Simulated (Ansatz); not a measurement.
**Ansatz input wanted**

CH2F2: 5 atoms, total charge 0, spin state singlet.

```xyz
5

F     0.5870    2.6899   -1.0074
C     0.7782    3.9831   -1.3501
F    -0.1492    4.7381   -0.7206
H     1.7715    4.2931   -1.0140
H     0.6408    4.0850   -2.4302
```

Settings wanted:

- basis set: pcseg-1
- core potential: none
- integral approximation: automatic
- task: energy
- method: DFT
- functional: SVWN5
- reference: RKS
- relativity: none
- accuracy: medium

Task: Write the Ansatz 0.2.0 input and the command.

Result: This one ran through:

input.yaml:
```yaml
crystal:
  periodic: [false, false, false]
  atoms:
    - {symbol: F, position_ang: [0.587040, 2.689910, -1.007420]}
    - {symbol: C, position_ang: [0.778250, 3.983130, -1.350100]}
    - {symbol: F, position_ang: [-0.149180, 4.738120, -0.720590]}
    - {symbol: H, position_ang: [1.771490, 4.293110, -1.014050]}
    - {symbol: H, position_ang: [0.640830, 4.085030, -2.430170]}
basis:
  gaussian: {orbitals: pcseg-1.json}
hamiltonian: {xc: {name: SVWN5}}
```

```bash
$ ansatz run input.yaml --threads 1 --pin off --max-ram 2610MiB --events-out events.jsonl --progress --plain --runs-dir runs
```

(Basis files named in the input come from the Basis Set Exchange and aren't shown.)

Calculated total energy: -237.30581 Eh.
